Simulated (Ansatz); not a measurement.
PH$_{3}$⁺, doublet: reading a ladder of total energies

Geometry: a PBE0/def2-TZVP stationary point for this spin, not checked as a minimum.

```xyz
4

P     0.0001    0.0000   -0.0329
H     1.3541    0.0145    0.3407
H    -0.6904    1.1668    0.3342
H    -0.6661   -1.1799    0.3374
```

Basis 6-31G; Ansatz 0.2.0. Only valence electrons are correlated (noble-gas cores frozen), which leaves 7 electrons in 14 orbitals. Prefix R: restricted or restricted open-shell reference; prefix U: unrestricted.

Full CI is exact within this basis and frozen core; it isn't the basis-set limit. The frozen core follows each run's orbitals, which can shift R against U totals by a few meV.

UCCSD has a T1 diagnostic of 0.006 and a largest doubles amplitude of 0.05.

Runs differ by some tens of microhartree through their thresholds and, for an open shell, their frozen cores, so the step to full CI, which has another core, is uncertain by up to 0.1 kcal/mol.

```json
{"level": "UHF", "total energy (hartree)": "-342.081538"}
{"level": "UMP2", "total energy (hartree)": "-342.133171"}
{"level": "UCCSD", "total energy (hartree)": "-342.153119"}
{"level": "UCCSD(T)", "total energy (hartree)": "-342.153771"}
{"level": "UCCSDT", "total energy (hartree)": "-342.154015"}
{"level": "UCCSDT(Q)", "total energy (hartree)": "-342.154038"}
{"level": "UCCSDTQ", "total energy (hartree)": "-342.154044"}
{"level": "full CI", "total energy (hartree)": "-342.154040"}
```

**Question.** What is the correlation energy at full CI, and what share of it do UMP2 and UCCSD recover?

**Answer.** E(corr) = -342.154040 − (-342.081538) = -0.072502 hartree = -1.973 eV. UMP2: -0.051633 / -0.072502 = 71.22 %. UCCSD: -0.071581 / -0.072502 = 98.73 %.

**Question.** By how many kcal/mol does UCCSD(T) miss full CI (1 hartree = 627.509 kcal/mol), and which steps make up the rest?

**Answer.** -342.153771 − (-342.154040) = 0.000269 hartree = 0.17 kcal/mol. Steps: UCCSDT − UCCSD(T) = -0.15, UCCSDT(Q) − UCCSDT = -0.01, UCCSDTQ − UCCSDT(Q) = 0.00, full CI − UCCSDTQ = 0.00 kcal/mol. That is within 1 kcal/mol of the reference in this basis, which itself misses far more of the correlation at the basis-set limit.
